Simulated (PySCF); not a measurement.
# H5SeN, a complex of two parts: interaction energy

The task here is to estimate one member of a computed series from the others.

Computed with PySCF 2.14.0; each step states its level. No surroundings beyond the atoms listed, unless a continuum is named. Atoms count from 0, parts from 1.

## The system as given

7 atoms, charge 0, multiplicity 1; geometry: GFN2-xTB. Parts: 1 = atoms 0–3, `N`, charge 0; 2 = atoms 4–6, `[SeH2]`, charge 0.

Set-up of the first run:

The job: settings as JSON, then the geometry in Å.

```
{"job": {"xc": "PBE0", "basis": "def2-TZVPD", "d3": "d3bj", "grid": 3, "kind": "geom", "shake": 0.01}, "charge": 0, "multiplicity": 1, "parts": [{"atoms": "0-3", "charge": 0, "multiplicity": 1}, {"atoms": "4-6", "charge": 0, "multiplicity": 1}]}
N      0.186706    -0.160149     0.106950
H     -0.297842     0.525358     0.711845
H     -0.551980    -0.779704    -0.259385
H      0.596190     0.374307    -0.682658
Se     2.457665    -1.700942     1.820115
H      2.921703    -2.409612     0.681868
H      1.449604    -1.003835     1.053699
```

Command:

```bash
OMP_NUM_THREADS=1 python cluster_run.py task.json out
```

The driver reads the jobs from task.json and runs them one after another.

Steps of the session up to this table: Relaxing the molecule at PBE0-D3(BJ)/def2-TZVPD; Coupled-cluster interaction energy: CCSD(T) and MP2, 2.11 Å; Coupled-cluster interaction energy: CCSD(T) and MP2, 2.22 Å; Coupled-cluster interaction energy: CCSD(T) and MP2, 2.33 Å; Coupled-cluster interaction energy: CCSD(T) and MP2, 2.01 Å; Coupled-cluster interaction energy: CCSD(T) and MP2, 2.64 Å; Coupled-cluster interaction energy: CCSD(T) and MP2, 1.90 Å; Coupled-cluster interaction energy: CCSD(T) and MP2, 3.17 Å; Coupled-cluster interaction energy: CCSD(T) and MP2, 4.23 Å.

One of the session's tables, all rows but one given; the rest of the session is left out.

It belongs to the step «Coupled-cluster interaction energy: CCSD(T) and MP2, 4.23 Å». 

```
                 method  interaction energy (kcal/mol)
         HF/aug-cc-pVDZ                              ?
        MP2/aug-cc-pVDZ                          -0.62
       CCSD/aug-cc-pVDZ                          -0.58
    CCSD(T)/aug-cc-pVDZ                          -0.59
         HF/aug-cc-pVQZ                          -0.51
        MP2/aug-cc-pVQZ                          -0.63
    SCS-MP2/aug-cc-pVQZ                          -0.59
      MP2, extrapolated                          -0.64
CCSD(T), limit estimate                          -0.61
```

Estimate the missing values for HF/aug-cc-pVDZ.

**Answer.** interaction energy (kcal/mol): -0.54. In the column «interaction energy (kcal/mol)» it lies between CCSD/aug-cc-pVDZ (-0.58) and HF/aug-cc-pVQZ (-0.51).
